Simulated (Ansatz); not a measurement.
Reaction: C3H5N (SMILES [C-]#[N+]CC) → CH3 (SMILES [CH3], doublet) + C2H2N (SMILES [C-]#[N+][CH2], doublet) (the C-C bond breaks)
Each species at its own B3LYP-D3(BJ)/def2-TZVP minimum (Ansatz, an electronic-structure program).

Total energies in hartree (Ansatz). UHF or UKS for unpaired electrons; spin-orbit terms are left out. Correlated methods leave the cores frozen. No relativity. The UHF reference of C2H2N ([C-]#[N+][CH2], doublet) is spin-contaminated (<S^2> up to 0.08 over the pure value in the sets run).

```tsv
species	HF/cc-pVTZ	CCSD(T)/cc-pVTZ	HF/cc-pVQZ	CCSD(T)/cc-pVQZ	CCSD(T)/cc-pVDZ	CCSDT(Q)/cc-pVDZ
1: C3H5N (SMILES [N+](CC)#[C-])	-170.99349	-171.73120	-171.00491	-171.78089	-171.55987	-171.56222
2: CH3 (SMILES [CH3], doublet)	-39.57748	-39.76098	-39.58026	-39.77245	-39.71583	-39.71634
3: C2H2N (SMILES [N+](#[C-])[CH2], doublet)	-131.31713	-131.82555	-131.32595	-131.86225	-131.70180	-131.70412
```

### Question
Work out the bond dissociation energy (electronic) in kcal/mol: take Hartree-Fock from cc-pVQZ, extrapolate the CCSD(T) correlation energy as X^-3 (X = 3, 4), and add CCSDT(Q) - CCSD(T) in cc-pVDZ. 1 hartree = 627.51 kcal/mol.

### Answer

Species 1: correlation (64·(-0.77598) - 27·(-0.73771))/37 = -0.80391; step -0.00235; E1 = -171.00491 + (-0.80391) + (-0.00235) = -171.81117
Species 2: correlation (64·(-0.19219) - 27·(-0.18350))/37 = -0.19853; step -0.00051; E2 = -39.58026 + (-0.19853) + (-0.00051) = -39.77930
Species 3: correlation (64·(-0.53630) - 27·(-0.50842))/37 = -0.55664; step -0.00232; E3 = -131.32595 + (-0.55664) + (-0.00232) = -131.88491
-1·E1 +1·E2 +1·E3 = 0.14696 hartree = 92.2 kcal/mol.
